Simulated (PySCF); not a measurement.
# [CF3]+ (SMILES F[C+](F)F) at 6 levels

Wanted: a comparison of 6 runs (B2PLYP/def2-SVPD, CAM-B3LYP/def2-SVPD, M06-2X/def2-SVPD, M06-L/def2-SVPD, wB97X/def2-SVPD, CCSD(T)/def2-SVPD) of [CF3]+. Input form: a Python script.

The results are computed with PySCF 2.14.0.

3 further runs of the same task are left out: 3 set aside as unsound or not needed.

## Step 1: The system as given

[CF3]+ has 4 atoms, charge +1, and is taken as a singlet. As SMILES, `F[C+](F)F`. The shape is that of a PBE0-D4/def2-TZVP optimisation.

Bond lengths: F1–C2 1.230 Å, C2–F3 1.230 Å, C2–F4 1.230 Å. Angles: F1–C2–F3 120.0°, F1–C2–F4 120.0°, F3–C2–F4 120.0°.

## Step 2: A single-point energy at B2PLYP/def2-SVPD (run 1)

calc.py

```python
from pyscf import gto, dft, mp

system = gto.Mole()
system.atom = [
    ('F', (0.698600, -0.114600, 1.005400)),
    ('C', (0.000000, 0.000000, -0.000000)),
    ('F', (-0.609500, -0.973400, -0.439400)),
    ('F', (-0.089000, 1.088000, -0.566000)),
]
system.verbose = 4
system.basis = 'def2-svpd'
system.charge = 1
system.max_memory = 1860
system.build()

myscf = dft.RKS(system, xc='0.53*HF + 0.47*B88, 0.73*LYP')
myscf.conv_tol = 1e-10
myscf.grids.level = 5
myscf.kernel()
if not myscf.converged:
    myscf = myscf.newton().run(myscf.mo_coeff, myscf.mo_occ)

pt = mp.MP2(myscf, frozen=4).run()
e_final = myscf.e_tot + 0.27 * pt.e_corr
print('PT2 part  %.8f' % (0.27 * pt.e_corr))
print('E(%s) = %.9f' % ('B2PLYP', e_final))
```

Launch:

```sh
$ OMP_NUM_THREADS=1 python calc.py
```

Log:

```text
PySCF version 2.14.0

[INPUT] num. atoms = 4
[INPUT] num. electrons = 32
[INPUT] charge = 1
[INPUT] spin (= nelec alpha-beta = 2S) = 0
[INPUT] symmetry False subgroup None
[INPUT] Mole.unit = angstrom
[INPUT] Symbol           X                Y                Z      unit          X                Y                Z       unit  Magmom
[INPUT]  1 F      0.698600000000  -0.114600000000   1.005400000000 AA    1.320162670621  -0.216562613875   1.899930645638 Bohr   0.0
[INPUT]  2 C      0.000000000000   0.000000000000   0.000000000000 AA    0.000000000000   0.000000000000   0.000000000000 Bohr   0.0
[INPUT]  3 F     -0.609500000000  -0.973400000000  -0.439400000000 AA   -1.151788072922  -1.839459409652  -0.830345659134 Bohr   0.0
[INPUT]  4 F     -0.089000000000   1.088000000000  -0.566000000000 AA   -0.168185625086   2.056022023527  -1.069584986504 Bohr   0.0

nuclear repulsion = 130.09279207813
number of shells = 35
number of NR pGTOs = 129
number of NR cGTOs = 89
basis = def2-svpd
ecp = {}

******** <class 'pyscf.dft.rks.RKS'> ********
method = RKS
initial guess = minao
damping factor = 0
level_shift factor = 0
DIIS = <class 'pyscf.scf.diis.CDIIS'>
diis_start_cycle = 1
diis_space = 8
diis_damp = 0
SCF conv_tol = 1e-10
SCF conv_tol_grad = None
SCF max_cycles = 50
direct_scf = True
direct_scf_tol = 1e-13
XC library pyscf.dft.libxc version 7.0.0
    S. Lehtola, C. Steigemann, M. J.T. Oliveira, and M. A.L. Marques.,  SoftwareX 7, 1–5 (2018)
XC functionals = 0.53*HF + 0.47*B88, 0.73*LYP
    A. D. Becke.,  Phys. Rev. A 38, 3098 (1988)
    C. Lee, W. Yang, and R. G. Parr.,  Phys. Rev. B 37, 785 (1988)
    B. Miehlich, A. Savin, H. Stoll, and H. Preuss.,  Chem. Phys. Lett. 157, 200 (1989)
radial grids:
    Treutler-Ahlrichs [JCP 102, 346 (1995); DOI:10.1063/1.469408] (M4) radial grids

becke partition: Becke, JCP 88, 2547 (1988); DOI:10.1063/1.454033
pruning grids: <function nwchem_prune>
grids dens level: 5
symmetrized grids: False
atomic radii adjust function: <function treutler_atomic_radii_adjust>
small_rho_cutoff = 0
Set gradient conv threshold to 1e-05
Initial guess from minao.
tot grids = 174616
init E= -337.883676097206
  HOMO = -0.540378071501881  LUMO = 0.0143190329633978  gap/eV = 15.09408
cycle= 1 E= -336.339273936952  delta_E= 1.54  |g|= 0.941  |ddm|= 2.31
  HOMO = -0.910290181363844  LUMO = -0.482247816237279  gap/eV = 11.64763
cycle= 2 E= -336.383487608826  delta_E= -0.0442  |g|= 0.918  |ddm|= 1.42
  HOMO = -0.922539189473516  LUMO = -0.356441853216607  gap/eV = 15.40429
cycle= 3 E= -336.517851048424  delta_E= -0.134  |g|= 0.122  |ddm|= 0.711
  HOMO = -0.892785597229933  LUMO = -0.329364742831249  gap/eV = 15.33146
cycle= 4 E= -336.519913785256  delta_E= -0.00206  |g|= 0.008  |ddm|= 0.0699
  HOMO = -0.892857512366451  LUMO = -0.327109366725253  gap/eV = 15.39479
cycle= 5 E= -336.519935165016  delta_E= -2.14e-05  |g|= 0.00109  |ddm|= 0.0122
  HOMO = -0.893059217699025  LUMO = -0.327327763809758  gap/eV = 15.39434
cycle= 6 E= -336.519935494647  delta_E= -3.3e-07  |g|= 0.000125  |ddm|= 0.00128
  HOMO = -0.893094003795109  LUMO = -0.327364629590361  gap/eV = 15.39428
cycle= 7 E= -336.519935499656  delta_E= -5.01e-09  |g|= 1.81e-05  |ddm|= 0.000184
  HOMO = -0.893094746904569  LUMO = -0.327358536509788  gap/eV = 15.39447
cycle= 8 E= -336.519935499806  delta_E= -1.5e-10  |g|= 8.4e-06  |ddm|= 3.01e-05
  HOMO = -0.893094640561386  LUMO = -0.327358436764912  gap/eV = 15.39447
cycle= 9 E= -336.519935499817  delta_E= -1.1e-11  |g|= 3.44e-06  |ddm|= 6.87e-06
  HOMO = -0.893094495370244  LUMO = -0.327358545971143  gap/eV = 15.39446
Extra cycle  E= -336.519935499817  delta_E= -1.14e-13  |g|= 3.77e-06  |ddm|= 4.36e-06
converged SCF energy = -336.519935499817

******** <class 'pyscf.mp.mp2.RMP2'> ********
nocc = 12, nmo = 85
frozen orbitals 4
E(RMP2) = -337.355619059067  E_corr = -0.835683559250572
E(SCS-RMP2) = -337.317993389551  E_corr = -0.798057889734377
E_corr(same-spin) = -0.236264286191896
E_corr(oppo-spin) = -0.599419273058676
PT2 part  -0.22563456
E(B2PLYP) = -336.745570061
```

Wall time 12 s (1 thread of Intel Xeon at 2.70GHz, shared host); peak memory 0.43 GiB.

## Step 3: A single-point energy at CAM-B3LYP/def2-SVPD (run 2)

input.xyz

```xyz
4

F      0.698600    -0.114600     1.005400
C      0.000000     0.000000     0.000000
F     -0.609500    -0.973400    -0.439400
F     -0.089000     1.088000    -0.566000
```

input.py

```python
from pyscf import gto, dft

mol = gto.Mole()
mol.atom = 'input.xyz'
mol.max_memory = 1860
mol.charge = 1
mol.basis = 'def2-svpd'
mol.verbose = 3
mol.build()

calc0 = dft.RKS(mol)
calc0.xc = 'cam-b3lyp'
calc0.grids.level = 5
calc0.conv_tol = 1e-10
calc0.kernel()
if not calc0.converged:
    calc0 = calc0.newton().run(calc0.mo_coeff, calc0.mo_occ)

energy = calc0.e_tot
print('Final energy', energy)
```

Launch:

```sh
$ OMP_NUM_THREADS=1 python input.py
```

Log:

```text
converged SCF energy = -336.905043659112
Final energy -336.90504365911244
```

It took 17 s on 1 thread of Intel Xeon at 2.70GHz, shared host; peak memory 0.43 GiB.

Runs 3 to 4 aren't shown in full; the table further down has their settings and results.

## Step 4: A single-point energy at wB97X/def2-SVPD (run 5)

input.py

```python
from pyscf import gto, dft

system = gto.Mole()
system.atom = [
    ('F', (0.698600, -0.114600, 1.005400)),
    ('C', (0.000000, 0.000000, -0.000000)),
    ('F', (-0.609500, -0.973400, -0.439400)),
    ('F', (-0.089000, 1.088000, -0.566000)),
]
system.charge = 1
system.basis = 'def2-svpd'
system.verbose = 3
system.max_memory = 1860
system.build()

calc0 = dft.RKS(system, xc='wb97x')
calc0.conv_tol = 1e-10
calc0.grids.level = 5
calc0.kernel()
if not calc0.converged:
    calc0 = calc0.newton().run(calc0.mo_coeff, calc0.mo_occ)

e_tot = calc0.e_tot
print('Final energy', e_tot)
```

Launch:

```sh
$ OMP_NUM_THREADS=1 python input.py
```

Log:

```text
converged SCF energy = -336.917759902938
Final energy -336.9177599029379
```

It took 17 s on 1 thread of Intel Xeon at 2.70GHz, shared host; peak memory 0.43 GiB.

## Step 5: A single-point energy at CCSD(T)/def2-SVPD (run 6)

run.py

```python
# F[C+](F)F
from pyscf import gto, cc

mol = gto.M(
    atom='''
F      1.320163    -0.216563     1.899931
C      0.000000     0.000000     0.000000
F     -1.151788    -1.839459    -0.830346
F     -0.168186     2.056022    -1.069585
''',
    unit='bohr',
    verbose=4,
    basis='def2-svpd',
    max_memory=1860,
    charge=1,
)

myscf = mol.RHF()
myscf.conv_tol = 1e-10
myscf.kernel()
if not myscf.converged:
    myscf = myscf.newton().run(myscf.mo_coeff, myscf.mo_occ)

mycc = cc.CCSD(myscf, frozen=4)
mycc.kernel()
e_t = mycc.ccsd_t()
etot = mycc.e_tot + e_t
print('E(%s) = %.9f' % ('CCSD(T)', etot))
```

Launch:

```sh
$ OMP_NUM_THREADS=1 python run.py
```

Log:

```text
PySCF version 2.14.0

[INPUT] num. atoms = 4
[INPUT] num. electrons = 32
[INPUT] charge = 1
[INPUT] spin (= nelec alpha-beta = 2S) = 0
[INPUT] symmetry False subgroup None
[INPUT] Mole.unit = bohr
[INPUT] Symbol           X                Y                Z      unit          X                Y                Z       unit  Magmom
[INPUT]  1 F      0.698600174300  -0.114600204328   1.005400187520 AA    1.320163000000  -0.216563000000   1.899931000000 Bohr   0.0
[INPUT]  2 C      0.000000000000   0.000000000000   0.000000000000 AA    0.000000000000   0.000000000000   0.000000000000 Bohr   0.0
[INPUT]  3 F     -0.609499961411  -0.973399783222  -0.439400180379 AA   -1.151788000000  -1.839459000000  -0.830346000000 Bohr   0.0
[INPUT]  4 F     -0.089000198396   1.087999987550  -0.566000007142 AA   -0.168186000000   2.056022000000  -1.069585000000 Bohr   0.0

nuclear repulsion = 130.092786725965
number of shells = 35
number of NR pGTOs = 129
number of NR cGTOs = 89
basis = def2-svpd
ecp = {}

[... 39 lines left out ...]
converged SCF energy = -335.551494666144
[... 1 line left out ...]
******** <class 'pyscf.cc.ccsd.CCSD'> ********
CC2 = 0
CCSD nocc = 12, nmo = 85
frozen orbitals 4
max_cycle = 50
direct = 0
conv_tol = 1e-07
conv_tol_normt = 1e-05
diis_space = 6
diis_start_cycle = 0
diis_start_energy_diff = 1e+09
Init t2, MP2 energy = -336.239285902243  E_corr(MP2) -0.687791236098937
Init E_corr(CCSD) = -0.687791236099027
cycle = 1  E_corr(CCSD) = -0.672620583767207  dE = 0.0151706523  norm(t1,t2) = 0.0760154
cycle = 2  E_corr(CCSD) = -0.692568731717379  dE = -0.019948148  norm(t1,t2) = 0.0231436
cycle = 3  E_corr(CCSD) = -0.691075764110597  dE = 0.00149296761  norm(t1,t2) = 0.0136641
cycle = 4  E_corr(CCSD) = -0.693401686252534  dE = -0.00232592214  norm(t1,t2) = 0.00512131
cycle = 5  E_corr(CCSD) = -0.693330491558373  dE = 7.11946942e-05  norm(t1,t2) = 0.000737449
cycle = 6  E_corr(CCSD) = -0.693243086656613  dE = 8.74049018e-05  norm(t1,t2) = 0.000252864
cycle = 7  E_corr(CCSD) = -0.693241590850246  dE = 1.49580637e-06  norm(t1,t2) = 4.62729e-05
cycle = 8  E_corr(CCSD) = -0.693244386683545  dE = -2.7958333e-06  norm(t1,t2) = 1.11265e-05
cycle = 9  E_corr(CCSD) = -0.693244404092141  dE = -1.74085961e-08  norm(t1,t2) = 3.62505e-06
CCSD converged
E(CCSD) = -336.244739070236  E_corr = -0.6932444040921415
CCSD(T) correction = -0.0187663918845613
E(CCSD(T)) = -336.263505462
```

Run time: 23 s. Hardware: 1 thread of Intel Xeon at 2.70GHz, shared host; peak memory 0.5 GiB.

## Step 6: Overview of the runs

| run | level | frozen core orbitals | integration grid | energy (Eh) | HOMO energy (eV) | LUMO energy (eV) | HOMO–LUMO gap (eV) | wall time |
| --- | --- | --- | --- | --- | --- | --- | --- | --- |
| 1 | B2PLYP/def2-SVPD | 4 | 5 | -336.745570 | -24.30 | -8.91 | 15.39 | 12 s |
| 2 | CAM-B3LYP/def2-SVPD | – | 5 | -336.905044 | -23.52 | -9.39 | 14.13 | 17 s |
| 3 | M06-2X/def2-SVPD | – | 5 | -336.874448 | -24.22 | -9.41 | 14.81 | 19 s |
| 4 | M06-L/def2-SVPD | – | 5 | -336.952533 | -20.22 | -11.51 | 8.71 | 21 s |
| 5 | wB97X/def2-SVPD | – | 5 | -336.917760 | -24.46 | -8.01 | 16.45 | 17 s |
| 6 | CCSD(T)/def2-SVPD | 4 | – | -336.263505 | -28.13 | -5.69 | 22.43 | 23 s |

## Step 7: Outcome

```
                                          quantity          value
                               run 6: total energy  -336.26351 Eh
        run 6: HOMO energy (Hartree–Fock orbitals)      -28.13 eV
        run 6: LUMO energy (Hartree–Fock orbitals)       -5.69 eV
      run 6: HOMO–LUMO gap (Hartree–Fock orbitals)       22.43 eV
run 6: correlation energy (4 core orbitals frozen)     -712.0 mEh
                             run 6: (T) correction     -18.77 mEh
                              run 6: T1 diagnostic          0.017
```

Over runs 1, 2, 3, 4, 5 the HOMO–LUMO gap runs from 8.71 eV (M06-L/def2-SVPD) to 16.45 eV (wB97X/def2-SVPD). Totals of different functionals can't be ranked against each other. All runs together took 1.8 min, the longest 23 s.
